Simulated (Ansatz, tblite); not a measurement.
# SnH2: charged states by level of theory

Aim: the energy of removing and adding an electron for SnH2, by energy differences, and how well orbital energies stand in for it.

Computed with Ansatz 0.2.0, Gaussian basis. Level: as each input shows.

The runs, in order: charge +1 doublet, at the geometry of the singlet (PBE0-D4/def2-TZVP, PBE-D4/def2-TZVP, r2SCAN-D4/def2-TZVP, CCSD(T)/def2-TZVPP); charge -1 doublet, at the geometry of the singlet (PBE0-D4/def2-TZVPD, PBE-D4/def2-TZVPD, r2SCAN-D4/def2-TZVPD, CCSD(T)/def2-TZVPD); the starting singlet's energies come from earlier runs.

### Step 1. The structure

The geometry is that of the singlet, from an earlier relaxation (r2SCAN-D4/def2-TZVP).

3 atoms, charge 0, spin multiplicity 1.

Atoms are counted from 1 here; the program's logs count them from 0.

Bond lengths: Sn1–H2 1.772 Å, Sn1–H3 1.772 Å. Angles: H2–Sn1–H3 90.0°.

Sn takes a core potential in the def2 sets. No spin-orbit coupling is included.

### Step 2. Charge +1 doublet at the fixed geometry, PBE0-D4/def2-TZVP

File in.yaml:

```yaml
crystal:
  periodic: [false, false, false]
  atoms:
    - {symbol: Sn, position_ang: [0.005051, -0.008505, -0.834990]}
    - {symbol: H, position_ang: [1.250706, -0.018202, 0.425304]}
    - {symbol: H, position_ang: [-1.255757, 0.026707, 0.409686]}
basis:
  gaussian: {orbitals: def2-TZVP}
total_charge: 1
magnetization: {spin_polarized: true, initial_magnetization: 1}
hamiltonian: {xc: pbe0, dispersion: d4}
output: {orbitals: {seedname: orbitals}}
```

Command:

```console
> ansatz run in.yaml --threads 4 --pin off --events-out ev --progress --plain --max-ram 3916MiB
```

The log of the run:

```text
Functional definition: PBE0
  name "PBE0"
  cite "Adamo & Barone, J. Chem. Phys. 110, 6158 (1999) doi:10.1063/1.478522"
  cite "Perdew, Burke & Ernzerhof, Phys. Rev. Lett. 77, 3865 (1996) doi:10.1103/PhysRevLett.77.3865"
  parent pbe
  parameter a = 0.25
  parameter kappa = 0.804
  parameter beta = 0.06672455060314922
  exchange = (1 - a)*pbe_x(kappa = kappa, mu = beta*pi^2/3) + a*exact_x
  correlation = pbe_c(beta = beta)
549 factors; their error is unknown
mean field evaluation 1: about -5852.7283 eV, gradient 1.4e1 eV
mean field evaluation 2: about -5852.9082 eV, gradient 1.5e1 eV
mean field evaluation 4: about -5853.9025 eV, gradient 4.3e-1 eV
mean field evaluation 8: about -5853.9826 eV, gradient 1.6e-1 eV
mean field evaluation 16: about -5853.9827 eV, gradient 1.4e-5 eV
mean field -5853.98270821 eV, -215.1298965549 hartree, gradient 1.4e-5 eV, S^2 0.757042; 0 other end points of the search recorded, 0 dependent functions left out
reference -5853.98273694 eV, -215.1298976104 hartree; 12, 11 occupied and 50, 51 virtual orbitals, 549 factors
Total energy: -5853.99699991 eV, -215.1304217650 hartree
```

Wall time 0.45 s (4 threads of Arm Neoverse V1, shared host).

Report: HOMO -14.46 eV, LUMO -11.24 eV (over both spins); ⟨S²⟩ 0.757 (pure: 0.75).

### Step 3. Charge +1 doublet at the fixed geometry, PBE-D4/def2-TZVP

start.molden holds the orbitals of an earlier run on this state, given as this run's starting guess.

Changes to in.yaml since step 2:

```diff
@@ -7,6 +7,7 @@
 basis:
-  gaussian: {orbitals: def2-TZVP}
+  gaussian: {orbitals: def2-TZVP, initial_orbitals: start.molden}
 total_charge: 1
 magnetization: {spin_polarized: true, initial_magnetization: 1}
-hamiltonian: {xc: pbe0, dispersion: d4}
+hamiltonian: {xc: pbe, dispersion: d4}
+scf: {omitted_lower_state_checks: [starts]}
 output: {orbitals: {seedname: orbitals}}
```

Launched as before.

The log of the run:

```text
Functional definition: PBE
  name "PBE"
  cite "Perdew, Burke & Ernzerhof, Phys. Rev. Lett. 77, 3865 (1996) doi:10.1103/PhysRevLett.77.3865"
  parent pbe
  parameter kappa = 0.804
  parameter beta = 0.06672455060314922
  exchange = pbe_x(kappa = kappa, mu = beta*pi^2/3)
  correlation = pbe_c(beta = beta)
these checks for a lower state are left out or cut short: starts
476 factors; their error is unknown
mean field evaluation 1: about -5853.7100 eV, gradient 2.9e0 eV
mean field evaluation 2: about -5853.7501 eV, gradient 4.7e-2 eV
mean field evaluation 4: about -5853.7421 eV, gradient 1.1e-4 eV
mean field evaluation 8: about -5853.7421 eV, gradient 9.6e-6 eV
mean field -5853.74209176 eV, -215.1210540635 hartree, gradient 9.6e-6 eV, S^2 0.753328; 0 other end points of the search recorded, 0 dependent functions left out
reference -5853.74213083 eV, -215.1210554989 hartree; 12, 11 occupied and 50, 51 virtual orbitals, 476 factors
Total energy: -5853.75947260 eV, -215.1216927975 hartree
Checks for a lower state left out: starts
```

It took 0.45 s on 4 threads of Arm Neoverse V1, shared host.

From the report: HOMO -13.35 eV, LUMO -12.19 eV (over both spins); ⟨S²⟩ 0.753 (pure: 0.75).

### Step 4. Charge +1 doublet at the fixed geometry, r2SCAN-D4/def2-TZVP

Changes to in.yaml since step 3:

```diff
@@ -10,3 +10,3 @@
 magnetization: {spin_polarized: true, initial_magnetization: 1}
-hamiltonian: {xc: pbe, dispersion: d4}
+hamiltonian: {xc: r2scan, dispersion: d4}
 scf: {omitted_lower_state_checks: [starts]}
```

The command is unchanged.

The log of the run:

```text
Functional definition: r2SCAN
  name "r2SCAN"
  cite "Furness, Kaplan, Ning, Perdew & Sun, J. Phys. Chem. Lett. 11, 8208 (2020) doi:10.1021/acs.jpclett.0c02405"
  cite "Furness, Kaplan, Ning, Perdew & Sun, J. Phys. Chem. Lett. 11, 9248 (2020) doi:10.1021/acs.jpclett.0c03077"
  parent r2scan
  parameter k0 = 0.174
  parameter k1 = 0.065
  parameter a1 = 4.9479
  exchange = r2scan_x(k0 = k0, k1 = k1, a1 = a1)
  correlation = r2scan_c
these checks for a lower state are left out or cut short: starts
476 factors; their error is unknown
mean field evaluation 1: about -5855.9900 eV, gradient 2.5e0 eV
mean field evaluation 2: about -5856.0070 eV, gradient 2.0e-2 eV
mean field evaluation 4: about -5855.9994 eV, gradient 4.4e-5 eV
mean field evaluation 8: about -5855.9994 eV, gradient 2.3e-5 eV
mean field -5855.99940197 eV, -215.2040086833 hartree, gradient 2.3e-5 eV, S^2 0.759114; 0 other end points of the search recorded, 0 dependent functions left out
reference -5855.99941523 eV, -215.2040091709 hartree; 12, 11 occupied and 50, 51 virtual orbitals, 476 factors
Total energy: -5856.00297065 eV, -215.2041398298 hartree
Checks for a lower state left out: starts
```

Wall time 1.1 s (4 threads of Arm Neoverse V1, shared host).

Report: HOMO -13.79 eV, LUMO -11.84 eV (over both spins); ⟨S²⟩ 0.759 (pure: 0.75).

### Step 5. Charge +1 doublet at the fixed geometry, CCSD(T)/def2-TZVPP

File in.yaml:

```yaml
crystal:
  periodic: [false, false, false]
  atoms:
    - {symbol: Sn, position_ang: [0.005051, -0.008505, -0.834990]}
    - {symbol: H, position_ang: [1.250706, -0.018202, 0.425304]}
    - {symbol: H, position_ang: [-1.255757, 0.026707, 0.409686]}
basis:
  gaussian: {orbitals: def2-TZVPP, initial_orbitals: start.molden}
total_charge: 1
magnetization: {spin_polarized: true, initial_magnetization: 1}
correlation: {method: ccsd_t}
scf: {omitted_lower_state_checks: [starts, cluster_reference]}
output: {orbitals: {seedname: orbitals}}
```

Launched as before.

The log of the run:

```text
Functional definition: HF
  name "HF"
  cite "Fock, Z. Phys. 61, 126 (1930) doi:10.1007/BF01340294"
  parent pbe
  exchange = exact_x
  correlation = 0
these checks for a lower state are left out or cut short: starts, cluster_reference
624 factors; integrals over basis functions are off by at most 6.9e-4 eV
mean field evaluation 1: about -5827.7838 eV, gradient 7.6e0 eV
mean field evaluation 2: about -5828.1340 eV, gradient 3.3e-1 eV
mean field evaluation 4: about -5828.1342 eV, gradient 1.4e-3 eV
mean field evaluation 8: about -5828.1342 eV, gradient 3.2e-6 eV
mean field -5828.13422162 eV, -214.1799821933 hartree, gradient 3.2e-6 eV, S^2 0.778038; 0 other end points of the search recorded, 0 dependent functions left out
4 core orbitals not correlated: weight in the atoms' cores, before any rotation towards them, 1.000 or more for the frozen orbitals, at most 0.000 for the correlated occupied ones
reference -5828.13422162 eV, -214.1799821933 hartree; 8, 7 occupied and 66, 67 virtual orbitals, 624 factors
second order -7.66611202 eV of doubles, -0.00000000 eV of singles
cycle   1  -7.65869941 eV  change    7.4e-3 eV  update   7.4e-2
cycle   2  -7.92478065 eV  change   -2.7e-1 eV  update   2.8e-2
cycle   3  -7.96279849 eV  change   -3.8e-2 eV  update   1.4e-2
cycle   4  -7.96002142 eV  change    2.8e-3 eV  update   4.8e-3
cycle   5  -7.96222973 eV  change   -2.2e-3 eV  update   1.8e-3
cycle   6  -7.96211143 eV  change    1.2e-4 eV  update   6.0e-4
cycle   7  -7.96219633 eV  change   -8.5e-5 eV  update   1.9e-4
cycle   8  -7.96222080 eV  change   -2.4e-5 eV  update   4.9e-5
cycle   9  -7.96221437 eV  change    6.4e-6 eV  update   1.8e-5
perturbative correction -0.18477003 eV, -0.0067901734 hartree
Total energy: -5836.28120602 eV, -214.4793783477 hartree
Checks for a lower state left out: starts, cluster_reference
```

Run time: 1.4 s. Hardware: 4 threads of Arm Neoverse V1, shared host.

Report: Hartree-Fock HOMO -16.98 eV, LUMO -7.44 eV (over both spins); ⟨S²⟩ 0.778 (pure: 0.75); T1 0.018.

### Step 6. Vertical ionisation energy

Charged state less starting state, singlet to doublet; the starting state's energies are those of its earlier runs.

Differences are taken before rounding.

```csv
method,vertical ionisation energy (eV),from CCSD(T)/def2-TZVPP (eV),time
HF/def2-TZVPP,8.05,-0.95,
PBE-D4/def2-TZVP,8.93,-0.07,0.8 s
r2SCAN-D4/def2-TZVP,8.92,-0.07,1.7 s
PBE0-D4/def2-TZVP,8.94,-0.06,0.8 s
MP2/def2-TZVPP,9.02,+0.02,
CCSD/def2-TZVPP,8.96,-0.04,
CCSD(T)/def2-TZVPP,9.00,0,2.1 s
```

Times add the two runs; a level without a time comes out of a correlated run. The closed-shell reference under CCSD(T)/def2-TZVPP is unstable towards broken spin symmetry, which adds to the doubt on it.

Beside −ε(HOMO) of the starting state:

```csv
level,−ε(HOMO) (eV),by difference (eV),mismatch (eV)
PBE-D4/def2-TZVP,5.69,8.93,-3.24
r2SCAN-D4/def2-TZVP,5.92,8.92,-3.00
PBE0-D4/def2-TZVP,6.64,8.94,-2.30
```

### Step 7. Charge -1 doublet at the fixed geometry, PBE0-D4/def2-TZVPD

File in.yaml:

```yaml
crystal:
  periodic: [false, false, false]
  atoms:
    - {symbol: Sn, position_ang: [0.005051, -0.008505, -0.834990]}
    - {symbol: H, position_ang: [1.250706, -0.018202, 0.425304]}
    - {symbol: H, position_ang: [-1.255757, 0.026707, 0.409686]}
basis:
  gaussian: {orbitals: def2-TZVPD}
total_charge: -1
magnetization: {spin_polarized: true, initial_magnetization: 1}
hamiltonian: {xc: pbe0, dispersion: d4}
output: {orbitals: {seedname: orbitals}}
```

The command is unchanged.

The log of the run:

```text
Functional definition: PBE0
  name "PBE0"
  cite "Adamo & Barone, J. Chem. Phys. 110, 6158 (1999) doi:10.1063/1.478522"
  cite "Perdew, Burke & Ernzerhof, Phys. Rev. Lett. 77, 3865 (1996) doi:10.1103/PhysRevLett.77.3865"
  parent pbe
  parameter a = 0.25
  parameter kappa = 0.804
  parameter beta = 0.06672455060314922
  exchange = (1 - a)*pbe_x(kappa = kappa, mu = beta*pi^2/3) + a*exact_x
  correlation = pbe_c(beta = beta)
590 factors; their error is unknown
mean field evaluation 1: about -5863.6152 eV, gradient 9.9e0 eV
mean field evaluation 2: about -5863.7206 eV, gradient 9.0e0 eV
mean field evaluation 4: about -5863.9936 eV, gradient 2.3e-1 eV
mean field evaluation 8: about -5864.0722 eV, gradient 7.8e-3 eV
mean field -5864.07219618 eV, -215.5006783988 hartree, gradient 1.8e-5 eV, S^2 0.755038; 0 other end points of the search recorded, 0 dependent functions left out
reference -5864.07222141 eV, -215.5006793260 hartree; 13, 12 occupied and 61, 62 virtual orbitals, 590 factors
Total energy: -5864.11452369 eV, -215.5022339059 hartree
```

Wall time 0.55 s (4 threads of Arm Neoverse V1, shared host).

Report: HOMO 0.69 eV, LUMO 3.24 eV (over both spins); ⟨S²⟩ 0.755 (pure: 0.75). Doubts: highest occupied level lies above zero.

### Step 8. Charge -1 doublet at the fixed geometry, PBE-D4/def2-TZVPD

Changes to in.yaml since step 7:

```diff
@@ -7,6 +7,7 @@
 basis:
-  gaussian: {orbitals: def2-TZVPD}
+  gaussian: {orbitals: def2-TZVPD, initial_orbitals: start.molden}
 total_charge: -1
 magnetization: {spin_polarized: true, initial_magnetization: 1}
-hamiltonian: {xc: pbe0, dispersion: d4}
+hamiltonian: {xc: pbe, dispersion: d4}
+scf: {omitted_lower_state_checks: [starts]}
 output: {orbitals: {seedname: orbitals}}
```

Same command.

The log of the run:

```text
Functional definition: PBE
  name "PBE"
  cite "Perdew, Burke & Ernzerhof, Phys. Rev. Lett. 77, 3865 (1996) doi:10.1103/PhysRevLett.77.3865"
  parent pbe
  parameter kappa = 0.804
  parameter beta = 0.06672455060314922
  exchange = pbe_x(kappa = kappa, mu = beta*pi^2/3)
  correlation = pbe_c(beta = beta)
these checks for a lower state are left out or cut short: starts
506 factors; their error is unknown
mean field evaluation 1: about -5863.7497 eV, gradient 2.8e0 eV
mean field evaluation 2: about -5863.7866 eV, gradient 4.4e-2 eV
mean field evaluation 4: about -5863.7802 eV, gradient 6.1e-5 eV
mean field evaluation 8: about -5863.7802 eV, gradient 1.6e-5 eV
mean field -5863.78024597 eV, -215.4899494266 hartree, gradient 1.6e-5 eV, S^2 0.753160; 0 other end points of the search recorded, 0 dependent functions left out
reference -5863.78027867 eV, -215.4899506283 hartree; 13, 12 occupied and 61, 62 virtual orbitals, 506 factors
Total energy: -5863.83169153 eV, -215.4918400157 hartree
Checks for a lower state left out: starts
```

It took 0.55 s on 4 threads of Arm Neoverse V1, shared host.

Report: HOMO 1.48 eV, LUMO 2.49 eV (over both spins); ⟨S²⟩ 0.753 (pure: 0.75). Doubts: highest occupied level lies above zero.

### Step 9. Charge -1 doublet at the fixed geometry, r2SCAN-D4/def2-TZVPD

Changes to in.yaml since step 8:

```diff
@@ -10,3 +10,3 @@
 magnetization: {spin_polarized: true, initial_magnetization: 1}
-hamiltonian: {xc: pbe, dispersion: d4}
+hamiltonian: {xc: r2scan, dispersion: d4}
 scf: {omitted_lower_state_checks: [starts]}
```

Same command.

The log of the run:

```text
Functional definition: r2SCAN
  name "r2SCAN"
  cite "Furness, Kaplan, Ning, Perdew & Sun, J. Phys. Chem. Lett. 11, 8208 (2020) doi:10.1021/acs.jpclett.0c02405"
  cite "Furness, Kaplan, Ning, Perdew & Sun, J. Phys. Chem. Lett. 11, 9248 (2020) doi:10.1021/acs.jpclett.0c03077"
  parent r2scan
  parameter k0 = 0.174
  parameter k1 = 0.065
  parameter a1 = 4.9479
  exchange = r2scan_x(k0 = k0, k1 = k1, a1 = a1)
  correlation = r2scan_c
these checks for a lower state are left out or cut short: starts
506 factors; their error is unknown
mean field evaluation 1: about -5866.1753 eV, gradient 2.6e0 eV
mean field evaluation 2: about -5866.1954 eV, gradient 2.4e-2 eV
mean field evaluation 4: about -5866.1896 eV, gradient 3.5e-5 eV
mean field evaluation 8: about -5866.1896 eV, gradient 7.8e-6 eV
mean field -5866.18957114 eV, -215.5784904932 hartree, gradient 7.8e-6 eV, S^2 0.757374; 0 other end points of the search recorded, 0 dependent functions left out
reference -5866.18958829 eV, -215.5784911234 hartree; 13, 12 occupied and 61, 62 virtual orbitals, 506 factors
Total energy: -5866.20033828 eV, -215.5788861785 hartree
Checks for a lower state left out: starts
```

It took 1.2 s on 4 threads of Arm Neoverse V1, shared host.

From the report: HOMO 1.19 eV, LUMO 2.90 eV (over both spins); ⟨S²⟩ 0.757 (pure: 0.75). Doubts: highest occupied level lies above zero.

### Step 10. Charge -1 doublet at the fixed geometry, CCSD(T)/def2-TZVPD

Changes to in.yaml since step 9:

```diff
@@ -10,4 +10,4 @@
 magnetization: {spin_polarized: true, initial_magnetization: 1}
-hamiltonian: {xc: r2scan, dispersion: d4}
-scf: {omitted_lower_state_checks: [starts]}
+correlation: {method: ccsd_t}
+scf: {omitted_lower_state_checks: [starts, cluster_reference]}
 output: {orbitals: {seedname: orbitals}}
```

The command is unchanged.

The log of the run:

```text
Functional definition: HF
  name "HF"
  cite "Fock, Z. Phys. 61, 126 (1930) doi:10.1007/BF01340294"
  parent pbe
  exchange = exact_x
  correlation = 0
these checks for a lower state are left out or cut short: starts, cluster_reference
667 factors; integrals over basis functions are off by at most 9.8e-4 eV
mean field evaluation 1: about -5836.5734 eV, gradient 6.9e0 eV
mean field evaluation 2: about -5836.8550 eV, gradient 2.7e-1 eV
mean field evaluation 4: about -5836.8671 eV, gradient 3.9e-3 eV
mean field evaluation 8: about -5836.8671 eV, gradient 1.3e-6 eV
mean field -5836.86713616 eV, -214.5009108832 hartree, gradient 1.4e-6 eV, S^2 0.770240; 0 other end points of the search recorded, 0 dependent functions left out
4 core orbitals not correlated: weight in the atoms' cores, before any rotation towards them, 1.000 or more for the frozen orbitals, at most 0.000 for the correlated occupied ones
reference -5836.86713616 eV, -214.5009108832 hartree; 9, 8 occupied and 61, 62 virtual orbitals, 667 factors
second order -8.82802979 eV of doubles, -0.00000000 eV of singles
cycle   1  -8.76721870 eV  change    6.1e-2 eV  update   8.4e-2
cycle   2  -9.05958793 eV  change   -2.9e-1 eV  update   2.6e-2
cycle   3  -9.08653434 eV  change   -2.7e-2 eV  update   1.3e-2
cycle   4  -9.08225790 eV  change    4.3e-3 eV  update   4.0e-3
cycle   5  -9.08232546 eV  change   -6.8e-5 eV  update   1.2e-3
cycle   6  -9.08215842 eV  change    1.7e-4 eV  update   4.1e-4
cycle   7  -9.08211425 eV  change    4.4e-5 eV  update   1.3e-4
cycle   8  -9.08214973 eV  change   -3.5e-5 eV  update   5.6e-5
cycle   9  -9.08214681 eV  change    2.9e-6 eV  update   1.7e-5
perturbative correction -0.24641183 eV, -0.0090554676 hartree
Total energy: -5846.19569480 eV, -214.8437290901 hartree
Checks for a lower state left out: starts, cluster_reference
```

It took 1.4 s on 4 threads of Arm Neoverse V1, shared host.

Hartree-Fock HOMO -1.23 eV, LUMO 5.55 eV (over both spins); ⟨S²⟩ 0.770 (pure: 0.75); T1 0.018.

### Step 11. Vertical electron affinity

Starting state less charged state (positive: the electron is bound), singlet to doublet; the starting state's energies are those of its earlier runs.

```csv
method,vertical electron affinity (eV),from CCSD(T)/def2-TZVPD (eV),time
HF/def2-TZVPD,0.69,-0.37,
PBE-D4/def2-TZVPD,1.14,+0.08,0.85 s
r2SCAN-D4/def2-TZVPD,1.27,+0.21,1.9 s
PBE0-D4/def2-TZVPD,1.17,+0.11,0.9 s
MP2/def2-TZVPD,1.03,-0.03,
CCSD/def2-TZVPD,1.03,-0.03,
CCSD(T)/def2-TZVPD,1.06,0,2.1 s
```

Times add the two runs; a level without a time comes out of a correlated run. The closed-shell reference under CCSD(T)/def2-TZVPD is unstable towards broken spin symmetry, which adds to the doubt on it.

Beside −ε(LUMO) of the starting state:

```csv
level,−ε(LUMO) (eV),by difference (eV),mismatch (eV)
PBE-D4/def2-TZVPD,3.78,1.14,+2.64
r2SCAN-D4/def2-TZVPD,3.60,1.27,+2.33
PBE0-D4/def2-TZVPD,2.98,1.17,+1.81
```

### Step 12. Summary of results

```
                                             quantity                                  value
 vertical ionisation energy, functionals in def2-TZVP  8.92 (r2SCAN-D4) to 8.94 eV (PBE0-D4)
       vertical ionisation energy, CCSD(T)/def2-TZVPP                                9.00 eV
vertical electron affinity, functionals in def2-TZVPD   1.14 (PBE-D4) to 1.27 eV (r2SCAN-D4)
       vertical electron affinity, CCSD(T)/def2-TZVPD                                1.06 eV
```

**Reading.** The vertical ionisation energy spans 8.92 to 8.94 eV over the functionals, beside 9.00 eV from CCSD(T)/def2-TZVPP. −ε(HOMO) misses the level's own difference by -2.30 eV at best (PBE0-D4) and -3.24 eV at worst (PBE-D4). CCSD(T)/def2-TZVPP isn't at the basis-set limit; small misses against it rank nothing. The vertical electron affinity spans 1.14 to 1.27 eV over the functionals, beside 1.06 eV from CCSD(T)/def2-TZVPD. The anion's highest level lies above zero where self-interaction lifts it, so diffuse functions weigh on these values. −ε(LUMO) misses the level's own difference by +1.81 eV at best (PBE0-D4) and +2.64 eV at worst (PBE-D4).
